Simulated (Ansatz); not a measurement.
System: SnSe (Pnma, No. 62). Method: LDA (PAW; Ansatz, an electronic-structure program).

Numerical settings: plane-wave cutoff 520 eV, 4×8×8 k mesh (along the axes of the cell as run), Fermi–Dirac smearing 0.01 eV, scalar-relativistic PAW data made under PBE.

Computed at the level's own relaxed cell.

Question: What does this level give for the band gap, smallest direct gap on the k points sampled and direct gap at Γ?

Answer: 
band gap: 0.33 eV
smallest direct gap on the k points sampled: 0.44 eV
direct gap at Γ: 1.09 eV

Measured, for comparison: band gap 0.91 eV (temperature not stated, no zero-point or thermal correction, compiled measured gap; kind and temperature not stated; as tabulated in Kothakonda et al. (2022), arXiv:2208.02841).

Spin–orbit coupling is not included.

The result took very roughly 5 core-minutes.
